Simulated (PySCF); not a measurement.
Metal hydrosulfide, HNaS.
Structure used (PBE0-D3(BJ)/def2-TZVP), in Å, numbered top down from 1:
```xyz
3
HNaS angstrom
Na     1.7097   -0.3270    0.0036
S     -0.5287    0.7353   -0.0151
H     -1.1750   -0.4432   -0.0077
```

All values: wB97X-D/pcSseg-2 (PySCF, non-relativistic), on one gas-phase PBE0-D3(BJ)/def2-TZVP geometry that isn't relaxed in the solvent. The solvent is an IEF-PCM continuum (van der Waals radii × 1.2). The model holds no explicit solvent molecules, cavitation or dispersion.

Gas phase at wB97X-D/pcSseg-2: HOMO -6.99 eV, LUMO -0.33 eV, dipole 8.96 D.

Q: What does the continuum do to the energy, the frontier levels and the dipole at wB97X-D/pcSseg-2 in chloroform?

A: 
```csv
solvent,ε,E(solvent) − E(gas) (kJ/mol),polarisation term (kJ/mol),distortion of the solute (kJ/mol),HOMO (eV),LUMO (eV),dipole (D)
chloroform,4.711,-58.04,-65.84,7.80,-7.78,0.38,10.26
```

Polarisation term: ½ Σ q·V over the induced surface charges. Distortion: the rise of the solute's own energy as its density leaves the gas-phase optimum.

Q: Which radius a makes the point-dipole formula ΔE = −[(ε − 1)/(2ε + 1)]·μ²/a³ give the value in chloroform, with the gas-phase dipole?

A: μ = 3.527 au and |ΔE| = 0.02211 Eh give a = 3.10 Å; the farthest nucleus lies 1.74 Å from the centroid of the nuclei. The formula assumes a rigid point dipole at the centre of a sphere.

Q: Give the dipole vector in the frame of the coordinates (D, pointing from negative to positive charge), gas and chloroform.

A: Gas (7.84, -4.34, 0.07), solvent (8.90, -5.10, 0.08). Its length changes by +14 % and its direction by less than 1°.

Time: 3.1 s wall; peak memory 0.34 GiB. Hardware: one thread of an Arm Neoverse N1, no GPU (shared host). This is the whole shielding run at wB97X-D/pcSseg-2 in chloroform, SCF included.

Note: wB97X-D ran without an empirical dispersion term, which enters the total energy and its gradient alone.
